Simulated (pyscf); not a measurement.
A first-order saddle from PySCF, ωB97X-D3(BJ)/def2-SVP:

```
Si
Cl 1 2.0798
Cl 1 2.3874 2 96.29
H 3 1.5511 1 67.96 2 94.18
Cl 4 1.5512 3 146.99 1 2.35
```
Charge 0, spin multiplicity 1.

Surface: singlet, charge 0. Lowest wavenumbers (cm⁻¹): 687i, 134, 160, 331, 366.

### Question
Which two sides does it connect, and which bonds change?

### Answer
hydrogen chloride (HCl) + dichlorosilylene (Cl–Si:–Cl) [singlet] ⇌ dichlorosilylene (Cl–Si:–Cl) [singlet] + hydrogen chloride (HCl), a four-centre exchange read from left to right: Cl–H, Cl–Si broken and Cl–Si, Cl–H formed. At CCSD(T)/def2-TZVPP + ΔMP2(QZVPP) it lies +11.0 kcal/mol from the left side and +11.0 kcal/mol from the right (each side as separated species at their lowest minima found). On the reactant side the descent ends in a complex, 4.8 kcal/mol under the separated species and 11.4 kcal/mol under the saddle at ωB97X-D3(BJ)/def2-TZVP. On the product side the descent ends in a complex, 4.8 kcal/mol under the separated species and 11.4 kcal/mol under the saddle at ωB97X-D3(BJ)/def2-TZVP. At ωB97X-D3(BJ) the barrier from the zero used here is 6.6 kcal/mol. This is the saddle that the search found; another between the same sides may lie lower. The CCSD(T) − MP2 part came from Ansatz, without density fitting, on the same reference.
